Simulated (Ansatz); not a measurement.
Two isomers of C3H6O: A = `C=CCO`, B = `OC1CC1`.

Isolated molecules relaxed with PBE0-D4/def2-TZVP in Ansatz; ΔE leaves out vibrations. CCSD(T)/CBS is the MP2 limit (def2-TZVPP, def2-QZVPP) plus CCSD(T) − MP2 in def2-TZVPP, frozen cores. Functionals use def2-TZVPP. B3LYP here is the variant with VWN-RPA as its local correlation; programs differ in this. Each species was taken in one conformer, which may not be the lowest.

Question: Which isomer does CCSD(T)/CBS put lower? Give the gap. (Estimate.)

Answer: Computed: A, by 6.2 kcal/mol.

Question: Give E(B) − E(A) in kcal/mol with ωB97M-V, MP2/def2-TZVPP, B3LYP, B3LYP-D4, LDA (SPW92), CCSD/def2-TZVPP, B2PLYP. (An estimate is asked.)

Answer: The calculation gave: ωB97M-V 3.8, MP2/def2-TZVPP 3.4, B3LYP 7.2, B3LYP-D4 7.2, LDA (SPW92) -1.0, CCSD/def2-TZVPP 5.6, B2PLYP 6.4. The order is the other way round with LDA (SPW92).

Question: Does the order hold for the free energy at 298.15 K (harmonic terms from PBE0-D4)? (An estimate is asked.)

Answer: Ansatz gave: Yes: G(B) − G(A) = +7.3 kcal/mol, for one conformer each.

Largest T1 diagnostic: 0.011.

At CCSD(T), def2-SVP lies −2.2 kcal/mol from the extrapolated value and def2-TZVPP −0.4 kcal/mol. From PBE to PBE0 (25 % exact exchange), in def2-TZVPP and without D4, E(B) − E(A) moves by −1.6 kcal/mol.
